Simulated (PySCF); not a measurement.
CO2.
SMILES: `O=C=O`

Method: PBE0-D3(BJ)/def2-SVP geometry optimisation, gas phase in PySCF.

Take the most abundant isotopes and a rigid rotor. 

Question: What are the moment of inertia and the rotational constant?

Answer: I = 42.981 u·Å², B = 505379 MHz·u·Å²/I = 11758 MHz (0.3922 cm⁻¹, or 0.564 K as hB/k).

Question: List the first levels of a rigid rotor in a Σ state.

Answer: E(J) = BJ(J+1): J = 1: 0.784, J = 2: 2.353, J = 3: 4.707, J = 4: 7.844, J = 5: 11.766, J = 6: 16.473 cm⁻¹. The exchanged nuclei have no spin, so only every second level exists.

Question: Has it a pure rotational spectrum?

Answer: Not by electric dipole: D∞h allows no dipole (computed 0.00 D). Rotational Raman lines (ΔJ = 2) lie at B(4J + 6), spaced by 8B = 3.138 cm⁻¹ as every second level is missing.

Question: Estimate the classical rotational partition function at 100 K, 200 K and 500 K.

Answer: Point group D∞h, symmetry number σ = 2; q = kT/(σhB), k/h = 20836.6 MHz/K: 88.6 at 100 K, 177 at 200 K, 443 at 500 K.

No PBE0-D3(BJ)/def2-SVP frequencies stand behind this structure, so it isn't proved a minimum. Zero-point vibration and centrifugal distortion are left out.

On one thread, Intel Xeon Platinum 8175M at 2.50 GHz (x86_64), shared host with 96 logical CPUs at a one-minute load of 61, this took 4.2 s and 0.26 GiB of memory at its peak. These figures are those of the optimisation.
